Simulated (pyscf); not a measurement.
Single points on ωB97X-D3(BJ)/def2-SVP structures (PySCF, gas phase). Correlated levels are frozen-core, on RHF or UHF. ΔMP2 is the change of the MP2 total energy from the triple- to the quadruple-zeta basis.

**Question.** PBE/def2-TZVP puts the barrier of H₂Al–CH₂–CH₂–Cl (SMILES [AlH2][CH2]CCl) → H₂Al–Cl (SMILES [AlH2][Cl]) + H₂C=CH₂ (SMILES C=C) (elimination; singlet surface; C–Cl, Al–C broken, Al–Cl formed) at -0.05 eV and the reaction energy at -0.56 eV, from the reactant's lowest minimum found. What do r²SCAN/def2-TZVP, M06-2X/def2-TZVP, CCSD(T)/def2-TZVPP + ΔMP2(QZVPP) give on the same structures?

**Answer.** r²SCAN: ΔE‡ = -0.07 eV, ΔE = -0.57 eV; M06-2X: ΔE‡ = 0.04 eV, ΔE = -0.62 eV; CCSD(T): ΔE‡ = 0.08 eV, ΔE = -0.71 eV. PBE's barrier lies among them. Its reaction energy lies over all of them, by 0.02 to 0.15 eV. On the product side the descent ends in a bound adduct (not fully relaxed), 0.64 eV under the separated species and 1.20 eV under the saddle at ωB97X-D3(BJ)/def2-TZVP. At PBE, r²SCAN this geometry lies under the reactant; that is no barrier but a single point on another level's saddle; such a level's own saddle, if it has one, lies nearer that side and is low. What is counted as formed (Al–Cl) is already present as a longer contact in the reactant adduct; forming that adduct is a step of its own. H₂Al–CH₂–CH₂–Cl is closed by a dative Al–Cl contact. H₂Al–CH₂–CH₂–Cl lies 2.11 eV over its isomer H₃C–CH₂–AlH–Cl (electronic energy, ωB97M-D3(BJ)/def2-TZVP). This is the saddle that the search found; another between the same sides may lie lower. The CCSD(T) − MP2 part came from Ansatz, without density fitting, on the same reference.
